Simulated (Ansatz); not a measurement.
This geometry of H$_{6}$NSi$_{2}$ (9 atoms, charge -1, multiplicity 1) is a first-order saddle point.

These are results of Ansatz 0.2.0, RKS PBE-D4/def2-SVP, not measurements.

```xyz
9
Properties=species:S:1:pos:R:3
Si -0.953 0.891 -1.031
N 0.675 0.391 -0.476
Si 0.454 -0.695 0.837
H -1.718 0.003 -1.965
H -1.598 2.091 -0.410
H 1.573 0.625 -0.919
H 1.899 -1.146 1.268
H -0.223 -2.029 0.570
H -0.110 -0.130 2.127
```

(1) Which two structures does it join? (They come from a converged band through this point; their orientation in space is the band's.)

(2) How far does it lie above each of them?

Results:

(1) No bond is made or broken. The height of Si1 over the plane of its neighbours goes from -0.85 to 0.87 Å.

Image 0:

```xyz
9
Properties=species:S:1:pos:R:3
Si -1.479 0.798 -0.697
N 0.290 0.361 -0.274
Si 0.588 -0.797 0.953
H -1.474 0.379 -2.214
H -1.250 2.310 -1.060
H 1.073 0.561 -0.907
H 2.100 -0.961 1.126
H 0.096 -2.230 0.751
H 0.056 -0.419 2.323
```

Image 8:

```xyz
9
Properties=species:S:1:pos:R:3
Si -0.925 1.164 -1.379
N 0.619 0.519 -0.512
Si 0.559 -0.657 0.733
H -1.806 -0.138 -1.240
H -1.595 1.790 -0.106
H 1.456 0.520 -1.099
H 1.961 -1.014 1.249
H -0.058 -2.018 0.412
H -0.211 -0.168 1.943
```

(2) 1.38 eV above the first and 1.41 eV above the second. This is the barrier of this one path; another mechanism may lie lower. Limits of this set-up: an anion without diffuse functions.

The run took 2.4 min on 1 thread of Arm Neoverse V2, with other jobs on the host, peak memory 0.11 GiB.
